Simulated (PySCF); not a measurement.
# Exact simulation of a proton spin system

Molecule: SMILES C=CC(=O)C=C, C5H6O.

Bonds (- single, = double, # triple, : aromatic): C1=C2 1.328 Å, C2-C3 1.486 Å, C3=O4 1.213 Å, C3-C5 1.486 Å, C5=C6 1.328 Å. C1 carries H7, H8; C2 carries H9; C5 carries H10; C6 carries H11, H12. H8, H12 are cis to C3; H7, H11 are trans to C3.

Computed data (PySCF): shieldings: GIAO B97-2/pcSseg-2, J: B3LYP/pcJ-2 (without the spin–dipole term), PBE0-D3(BJ)/def2-TZVP structure. No relativistic terms, a single conformation, gas phase, fast rotation and ring inversion assumed for equivalent nuclei.

Shifts are taken against calculated references (same method and geometry level): ¹H (31.64 ppm) vs TMS.

The 3-spin Hamiltonian (Zeeman plus full scalar coupling among like nuclei) was diagonalised exactly; lines are Lorentzian, 0.4 Hz wide, and the maxima above 3 % are listed with the tallest set to 100.

Peak list at 600 MHz for the spins H7/H8/H9:
δ in ppm (height): 7.119 (79), 7.114 (79), 7.088 (98), 7.083 (98), 6.834 (95), 6.815 (100), 6.804 (76), 6.784 (81), 6.052 (91), 6.047 (91), 6.033 (87), 6.027 (85)

Q: Extract the chemical shifts and coupling constants behind this pattern (give the signs of the calculation).

A: 
Shifts (ppm): H7 6.04, H8 7.10, H9 6.81.
Couplings (Hz): H7–H8: 3.1; H7–H9: 11.8; H8–H9: 18.5.
These are the parameters used. A line list fixes at most the relative signs, and those only where coupling is strong; other parameter sets or atom labellings may fit too, and couplings well below the line width leave little trace.
